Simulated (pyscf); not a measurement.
H₃Ge–AsH• (SMILES [GeH3][AsH]) + H• (SMILES [H]) → AsH (SMILES [AsH]) [triplet] + GeH₄ (SMILES [GeH4]), a substitution at Ge (triplet surface; As–Ge broken, Ge–H formed). PySCF, gas phase, ωB97X-D3(BJ)/def2-SVP geometries. MP2 and CC: frozen core, UHF for open shells. ΔMP2 is the change of the MP2 total energy from the triple- to the quadruple-zeta basis. Energies in eV from the separated reactants.

AM1 to PM7: differences of heats of formation from MOPAC. Open shells are spin-unrestricted. 

Task: Quick AM1 single points give ΔE‡ = -0.25 eV and ΔE = -0.75 eV. What does CCSD(T)/def2-TZVPP + ΔMP2(QZVPP) give, and how far is the quick result from it?

Result: CCSD(T)/def2-TZVPP + ΔMP2(QZVPP) gives ΔE‡ = 0.19 eV and ΔE = -1.37 eV. AM1 lies 0.45 eV under it in the barrier and 0.62 eV over it in the reaction energy, so on this step it does not hold to within 0.13 eV. At AM1 this geometry lies under one side, so its ΔE‡ may be no barrier of that level. CCSD(T)/def2-TZVPP + ΔMP2(QZVPP) has limits of its own. H₃Ge–AsH• + H• also meet on a surface of lower spin, which isn't treated here. One saddle was located; it need not be the lowest between these sides. The angle at the attacked Ge is 71° (front-side attack). The CCSD(T) − MP2 part came from Ansatz, without density fitting, on the same reference. The frozen core leaves the outer d or s,p core shells of the metals and heavy elements correlated in the MP2 and CC values, and def2-TZVPP describes them poorly, which can shift differences by a few kcal/mol. In the def2 sets elements up to Kr have no core potential.
